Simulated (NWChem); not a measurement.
# SiHClO (SMILES O[Si]Cl): PBE0/6-31G(d) (density fitting, spherical functions)

Aim: the vertical ionisation energy of SiHClO at PBE0/6-31G* (density fitting, spherical functions), from 2 runs. 

The calculation is run with NWChem 7.3.0.

**1. Starting point**

SiHClO has 4 atoms, charge 0, and is taken as a singlet. SMILES: `O[Si]Cl`. The shape is that of a PBE0-D4/def2-TZVP optimisation.

Bond lengths: O1–Si2 1.637 Å, Si2–Cl3 2.110 Å, O1–H4 0.963 Å. Angles: O1–Si2–Cl3 101.3°, Si2–O1–H4 120.4°.

**2. A single-point energy at PBE0/6-31G(d) (density fitting, spherical functions)**

The input, nw.nw:

```
start nw
title "ClHOSi PBE0"
memory stack 880 mb heap 220 mb global 1100 mb

geometry units angstrom noautosym nocenter noautoz
  O       -0.911800       0.450200      -0.308700
  Si      -0.434200      -0.789700       0.647000
  Cl       1.662300      -0.701000       0.421400
  H       -0.260800       0.980400      -0.780000
end

basis spherical bse
  * library 6-31G*
end

basis "cd basis" spherical
  * library "dgauss a2 dft coulomb fitting"
end

dft
  xc pbe0
  grid fine
  convergence energy 1e-08
  iterations 100
  mulliken
  print low
end

task dft energy
```

Run with:

```bash
$ nwchem nw.nw > nw.out
```

Log:

```text
[...]
 d= 0,ls=0.0,diis     1   -825.2734130387 -9.57D+02  2.10D-02  5.21D-01     0.7
[...]
 d= 0,ls=0.0,diis    10   -825.3395853479 -8.44D-10  5.40D-07  2.08D-09     4.5
         Total DFT energy =     -825.339585347851
      One electron energy =    -1402.941366084720
           Coulomb energy =      504.022583945508
    Exchange-Corr. energy =      -57.848640967810
 Nuclear repulsion energy =      131.427837759172
[...]
      Total Density - Mulliken Population Analysis
     ---------------------------------------------
    Atom       Charge   Shell Charges
 -----------   ------   -------------------------------------------------------
    1 O    8     8.68   2.00  0.91  2.92  0.93  1.91  0.02
    2 Si  14    13.45   2.00  2.00  5.96  1.20  1.25  0.63  0.20  0.19
    3 Cl  17    17.32   2.00  2.00  5.98  1.39  3.67  0.58  1.69  0.02
    4 H    1     0.55   0.46  0.09
[...]
```

It took 5.1 s on 1 thread of Intel Xeon 6975P-C (Granite Rapids), shared host; peak memory 0.11 GiB.

**3. The doublet cation at the same level**

The input, clhosi.nw:

```
START clhosi
memory stack 880 mb heap 220 mb global 1100 mb
charge 1
GEOMETRY noautosym nocenter noautoz
 O    -0.911800    0.450200   -0.308700
 Si   -0.434200   -0.789700    0.647000
 Cl    1.662300   -0.701000    0.421400
 H    -0.260800    0.980400   -0.780000
END
BASIS spherical bse
 O library 6-31G*
 Si library 6-31G*
 Cl library 6-31G*
 H library 6-31G*
END
BASIS "cd basis" spherical
 O library "dgauss a2 dft coulomb fitting"
 Si library "dgauss a2 dft coulomb fitting"
 Cl library "dgauss a2 dft coulomb fitting"
 H library "dgauss a2 dft coulomb fitting"
END
DFT
 xc pbe0
 mult 2
 grid fine
 convergence energy 1e-08
 iterations 100
 mulliken
 noprint "final vectors analysis"
END
TASK dft energy
```

Run with:

```bash
$ nwchem clhosi.nw > clhosi.out
```

Log:

```text
[...]
          Wavefunction type:  spin polarized.
          No. of atoms     :     4
          No. of electrons :    39
[...]
          Charge           :     1
          Spin multiplicity:     2
[...]
          AO basis - number of functions:    52
[...]
              XC Information
              --------------
                         PBE0 Method XC Functional
                     Hartree-Fock (Exact) Exchange  0.250
          PerdewBurkeErnzerhof Exchange Functional  0.750
            Perdew 1991 LDA Correlation Functional  1.000 local
           PerdewBurkeErnz. Correlation Functional  1.000 non-local
[...]
 d= 0,ls=0.0,diis     1   -824.7673739959 -9.56D+02  2.19D-02  4.22D-01     0.8
[...]
 d= 0,ls=0.0,diis    13   -824.9695663453 -6.67D-09  5.19D-07  2.65D-10     7.4
[...]
         Total DFT energy =     -824.969566345305
      One electron energy =    -1392.000607509381
           Coulomb energy =      493.125235859760
    Exchange-Corr. energy =      -57.522032454856
 Nuclear repulsion energy =      131.427837759172
[...]
      Total Density - Mulliken Population Analysis
     ---------------------------------------------
    Atom       Charge   Shell Charges
 -----------   ------   -------------------------------------------------------
    1 O    8     8.60   2.00  0.91  2.91  0.93  1.83  0.02
    2 Si  14    12.92   2.00  2.00  5.96  1.13  1.29  0.22  0.11  0.20
    3 Cl  17    17.00   2.00  2.00  5.98  1.44  3.60  0.54  1.43  0.02
    4 H    1     0.48   0.44  0.05
[...]
      <S2> =      0.7564 (Exact =     0.7500)
[...]
```

Run time: 8.1 s. Hardware: 1 thread of Intel Xeon 6975P-C (Granite Rapids), shared host; peak memory 0.11 GiB.

**4. Summary of results**

At PBE0/6-31G* (density fitting, spherical functions):

| quantity | value |
| --- | --- |
| singlet SiHClO: total energy | -825.33959 Eh |
| doublet cation: total energy | -824.96957 Eh |
| doublet cation: ⟨S²⟩ | 0.756 |
| vertical ionisation energy (to the doublet cation) | 10.069 eV |

**Reading.** The vertical ionisation energy comes to 10.07 eV (971 kJ/mol).
